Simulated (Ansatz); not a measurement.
[H···H···GeH₃], doublet: transfer scan

Starting geometry:

```xyz
6

H    -2.8225    0.0000    0.0000
H    -2.0775    0.0000    0.0000
Ge    0.0465    0.0000    0.0000
H     0.5152   -1.4659    0.0000
H     0.5152    0.7330   -1.2695
H     0.5152    0.7330    1.2695
```

From there H2 is moved from one fragment to the other while all else, the fragments' distance too, stays fixed; atoms are numbered as listed. Energies are in kJ/mol, counted from the starting geometry at the same level. Kohn–Sham curves are unrestricted where that lies lower.

Basis cc-pVDZ; Ansatz 0.2.0. Correlated methods freeze the noble-gas cores and the filled d shells of p-block atoms. Prefix R: restricted or restricted open-shell reference. No spin–orbit coupling is included, and no scalar relativity.

Full CI isn't at hand for all of this; RCCSDTQ serves as the reference, and is uncertain by about the last step of the cluster series.

| distance H1-H2 (Å) | B3LYP |
| --- | --- |
| 0.745 | 0.0 |
| 0.830 | 1.3 |
| 1.000 | 27.5 |
| 1.169 | 46.1 |
| 1.339 | 58.8 |

Question: Estimate the RCCSDTQ curve in cc-pVDZ from this one, knowing how B3LYP errs.

Answer: The computed RCCSDTQ values, in kJ/mol from the starting point, and the error of B3LYP against them:
```
distance H1-H2 (Å)  RCCSDTQ  B3LYP less RCCSDTQ
             0.745      0.0                 0.0
             0.830      4.8                -3.6
             1.000     36.9                -9.4
             1.169     53.6                -7.4
             1.339     58.2                 0.5
```

The error spans 9.9 kJ/mol and is largest, -9.4 kJ/mol, at 1.000 Å.

In so small a basis the reference is far from its limit while semilocal and hybrid functionals are nearer theirs, so the functionals' errors here hold much of the reference's basis and frozen-core error, which can add to them or hide them.
